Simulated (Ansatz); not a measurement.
# SiH (SMILES [SiH]): the energy, rung by rung

SiH has 2 atoms, charge 0, and is taken as a doublet. As SMILES, `[SiH]`. The coordinates come from a PBE0-D4/def2-TZVP relaxation.

```xyz
2

Si    0.0000    0.0000   -0.0076
H     0.0000    0.0000    1.5241
```

Each level gives the energy change with the Si1–H2 bond stretched from 1.532 to 3.033 Å (eV). The values are calculated.

```tsv
level	kind	program	value (eV)	less FCI/6-311G**	CPU time (all runs)
U-revPBE/6-311G**	GGA	Ansatz	2.69	+0.02	5.2 s
UBHLYP/6-311G**	global hybrid	Ansatz	2.84	+0.17	3.9 s
UPBE0/6-311G**	global hybrid	Ansatz	2.79	+0.12	4 s
U-wB97X/6-311G**	range-separated hybrid	Ansatz	2.98	+0.31	27 s
UHSE06/6-311G**	range-separated hybrid	Ansatz	2.78	+0.11	7 s
UCCSD(T)/6-311G**	coupled cluster or CI	Ansatz	2.74	+0.07	1.3 s
UCCSDT(Q)/6-311G**	coupled cluster or CI	Ansatz	2.67	0.00	5.5 s
FCI/3-21G	exact in the basis	Ansatz	2.12	-0.55	1 s
FCI/6-311G**	exact in the basis	Ansatz	2.67	0.00	6.7 s
```

FCI/6-311G** is exact within its basis and frozen core, so for wave-function methods in that basis the difference is their error; functionals converge differently with the basis, so for them it is only a difference. The first shape isn't each level's own minimum. The values span 2.12 to 2.98 eV. Spin contamination of the reference (⟨S²⟩ at least 0.1 too high) touches U-revPBE/6-311G**, UBHLYP/6-311G**, UPBE0/6-311G**, U-wB97X/6-311G**, UHSE06/6-311G**, UCCSD(T)/6-311G**, UCCSDT(Q)/6-311G**. High-level rows in very small sets aren't better than simpler rows in larger ones. Without the sets that lack polarisation functions the rows with a basis span only 2.67 to 2.98 eV. Times are those of the runs behind each value, whatever else they computed, on shared processors of several kinds: orders of magnitude only.
